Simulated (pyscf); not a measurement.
Thermochemistry of product channels of O=W(Cl)(Cl)(Cl)–Cl + H atom (H•) on the doublet surface, in eV, from ωB97M-D3(BJ)/def2-TZVP energies (ideal gas, 1 atm, RRHO with modes under 100 cm⁻¹ raised to 100, one conformer, R ln 2 for chiral ones without a mode under 150 cm⁻¹). Optimised with ωB97X-D3(BJ)/def2-SVP in PySCF.

```csv
products,ΔE,ΔH(298 K),ΔG(600 K),ΔG(1200 K)
HO–W(Cl)(Cl)–Cl [triplet] + Cl atom (Cl•),…,+0.95,+0.56,+0.22
hydroxyl (OH•) + Cl–W(Cl)(Cl)–Cl [triplet],+1.14,+1.27,+0.88,+0.55
O atom (O) [triplet] + [Cl–WH(Cl)(Cl)–Cl]•,…,+3.85,+3.53,+3.26
```

Q: Some entries are withheld; supply them.

A: 
- HO–W(Cl)(Cl)–Cl [triplet] + Cl atom (Cl•), ΔE: +0.75
- O atom (O) [triplet] + [Cl–WH(Cl)(Cl)–Cl]•, ΔE: +3.73

These are energies of the channels, which say nothing of barriers. Left out: orbital degeneracy and the spin-orbit lowering of Cl, OH, O. Open-shell species with a d-block atom are single-reference here; other states, and whether the spin sits on metal or ligand, were not checked. Elements past Kr carry the def2 core potentials, without spin-orbit coupling.
